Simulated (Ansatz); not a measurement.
Geometry optimisation, RKS PBE-D4/def2-SVP in Ansatz.

The input (input.yaml):

```yaml
crystal:
  periodic: [false, false, false]
  atoms:
    - { symbol: C, position_ang: [-0.45506, 1.04878, -0.4329] }
    - { symbol: S, position_ang: [-0.9767, -0.3289, 0.62011] }
    - { symbol: C, position_ang: [0.41518, -1.33678, 0.6193] }
    - { symbol: S, position_ang: [1.82693, -1.08191, -0.13968] }
    - { symbol: H, position_ang: [-0.78474, 0.86239, -1.45048] }
    - { symbol: H, position_ang: [-0.91184, 1.95276, -0.04537] }
    - { symbol: H, position_ang: [0.63091, 1.10605, -0.39214] }
    - { symbol: H, position_ang: [0.25533, -2.22238, 1.22117] }
basis:
  gaussian: { orbitals: def2-SVP }
hamiltonian:
  xc: pbe
  dispersion: d4
relax:
  f_tol: 0.02
  max_steps: 40
```

Run as:

```bash
$ ansatz run input.yaml --threads 1 --pin off --max-ram 2048MiB --backend cpu --events-out ev --progress --plain --runs-dir out
```

Q: Where does it end, and by what steps?

A: The forces met the threshold. After 5 steps the energy has fallen by 0.067 eV; S4 moved furthest, 0.09 Å.

```json
{"step": "0", "energy less start (eV)": "0.0000", "largest force component (eV/Å)": "0.878", "accepted": "yes"}
{"step": "1", "energy less start (eV)": "-0.0590", "largest force component (eV/Å)": "0.333", "accepted": "yes"}
{"step": "2", "energy less start (eV)": "-0.0534", "largest force component (eV/Å)": "0.458", "accepted": "no"}
{"step": "3", "energy less start (eV)": "-0.0661", "largest force component (eV/Å)": "0.194", "accepted": "yes"}
{"step": "4", "energy less start (eV)": "-0.0666", "largest force component (eV/Å)": "0.173", "accepted": "yes"}
{"step": "5", "energy less start (eV)": "-0.0674", "largest force component (eV/Å)": "0.017", "accepted": "yes"}
```

```xyz
8
Properties=species:S:1:pos:R:3
C -0.471 1.063 -0.429
S -0.962 -0.319 0.636
C 0.440 -1.349 0.611
S 1.877 -1.154 -0.155
H -0.778 0.868 -1.475
H -0.969 1.975 -0.048
H 0.634 1.154 -0.385
H 0.228 -2.237 1.244
```

Whether the end is a true minimum wasn't checked by a vibrational analysis.

Run time: 13 s on 1 thread of Arm Neoverse V2, with other jobs on the host, peak memory 0.11 GiB.
